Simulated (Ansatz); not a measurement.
# Nudged elastic band run: CH$_{3}$FS

Input:

```yaml
crystal:
  periodic: [false, false, false]
  atoms:
    - { symbol: F, position_ang: [0.658376, 0.101572, -1.382207] }
    - { symbol: C, position_ang: [-0.017006, -0.397072, -0.289566] }
    - { symbol: S, position_ang: [-0.802995, 0.887682, 0.699816] }
    - { symbol: H, position_ang: [0.689571, -0.970702, 0.309465] }
    - { symbol: H, position_ang: [-0.819577, -1.045084, -0.643681] }
    - { symbol: H, position_ang: [0.33363, 1.359605, 1.260073] }
basis:
  gaussian: { orbitals: def2-mTZVP }
hamiltonian:
  xc: pbe0
  dispersion: d4
neb:
  order_check: false
  images: 9
  f_tol: 0.03
  max_iterations: 60
  initial_path: idpp
  final_atoms:
    - { symbol: F, position_ang: [0.78242579, 0.07380416, -1.3188592] }
    - { symbol: C, position_ang: [0.11240227, -0.42507316, -0.22324699] }
    - { symbol: S, position_ang: [0.17580388, 0.67514171, 1.20225874] }
    - { symbol: H, position_ang: [0.59395085, -1.35391054, 0.08488853] }
    - { symbol: H, position_ang: [-0.91828308, -0.61922557, -0.51866174] }
    - { symbol: H, position_ang: [-0.7043007, 1.5852644, 0.72752067] }
```

Run as:

```bash
$ ansatz run input.yaml --threads 1 --pin off --max-ram 2048MiB --backend cpu --events-out ev --progress --plain --runs-dir out
```

Output, in part (warnings, iteration lines, the closing report on the highest movable image, with atoms numbered from 0):

```
NEB end point (image 0): max|allowed force component| = 7.371e-3 eV/Å (the criterion of neb.relax_end_points is 1.000e-2)
NEB end point (image 10): max|allowed force component| = 5.892e-3 eV/Å (the criterion of neb.relax_end_points is 1.000e-2)
NEB iter   1: max|band force component| = 1.720e0 eV/Å  barrier→ = 0.4637 eV  barrier← = 0.4637 eV  Δτ_max = 0.1772 Å  (264 SCF iters)
NEB iter   2: max|band force component| = 4.745e-1 eV/Å  barrier→ = 0.2321 eV  barrier← = 0.2321 eV  CI = image 5  Δτ_max = 0.1737 Å  (249 SCF iters)
NEB iter   3: max|band force component| = 1.944e-1 eV/Å  barrier→ = 0.2104 eV  barrier← = 0.2104 eV  CI = image 5  Δτ_max = 0.0791 Å  (255 SCF iters)
NEB iter   4: max|band force component| = 7.195e-2 eV/Å  barrier→ = 0.1967 eV  barrier← = 0.1967 eV  CI = image 5  Δτ_max = 0.0033 Å  (236 SCF iters)
NEB iter   5: max|band force component| = 2.620e-2 eV/Å  barrier→ = 0.1965 eV  barrier← = 0.1965 eV  CI = image 5  Δτ_max = 0.0000 Å  (423 SCF iters)
Total energy: -14631.56934176 eV, -537.7002556756 hartree
Atom 0 at     0.925020     0.192967    -0.993886 Å, force     0.003645     0.004115    -0.002005 eV/Å
Atom 1 at    -0.012674    -0.459432    -0.235140 Å, force     0.004574    -0.026196    -0.020288 eV/Å
Atom 2 at    -0.630615     0.626311     1.112735 Å, force    -0.008058     0.013994     0.017541 eV/Å
Atom 3 at     0.450204    -1.345806     0.199184 Å, force    -0.000254     0.004933     0.002456 eV/Å
Atom 4 at    -0.844377    -0.741479    -0.881106 Å, force     0.000278     0.004625     0.002915 eV/Å
Atom 5 at     0.154441     1.663440     0.752113 Å, force    -0.000185    -0.001470    -0.000619 eV/Å
Dipole moment:    -0.032775    -0.160406    -0.050456 e Å
```

The run converged. A vibrational analysis at the climbing image gives one clearly imaginary mode, 334i cm⁻¹: a first-order saddle point.

Final band (atoms are numbered from 1 in the order of the input):

```csv
image,path coordinate (Å),energy (kJ/mol),dihedral F1–C2–S3–H6 (°)
0,0.00,0.0,-74
1,0.23,1.6,-60
2,0.45,6.0,-46
3,0.68,11.8,-31
4,0.90,16.9,-16
5,1.13,19.0,0
6,1.36,16.9,16
7,1.58,11.8,31
8,1.81,5.9,46
9,2.04,1.6,60
10,2.26,0.0,74
```

The run took 62 s on 1 thread of Intel(R) Xeon(R) 6975P-C (Granite Rapids), on a shared host, peak memory 0.14 GiB.
